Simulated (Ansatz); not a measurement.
Results of B3LYP (VWN-RPA form) in Ansatz (PAW) for rock-salt CaO.

Total energies, extrapolated to zero smearing (they compare only within this program, potentials and cutoff; free atoms with spin allowed, lowest state found):

```
system                  energy (eV/atom)
----------------------  ----------------
rock-salt CaO, relaxed        -1198.0795
free Ca atom                  -1821.6148
free O atom                    -564.1837
```

**Question.** Work out the cohesive energy per atom.

**Answer.** E_coh = [1 × (-1821.6148) + 1 × (-564.1837)]/2 − (-1198.0795) = 5.18 eV/atom. The reference value is 5.53 ± 0.03 eV/atom (worked out here from tabulated enthalpies at 298 K, copied from a table, unchecked, brought to a static lattice with a Debye model, atoms in their spin–orbit ground levels; inputs from the CRC Handbook), a difference of -0.35 eV/atom.

The PAW data were made under PBE.

Ansatz is an electronic-structure program.
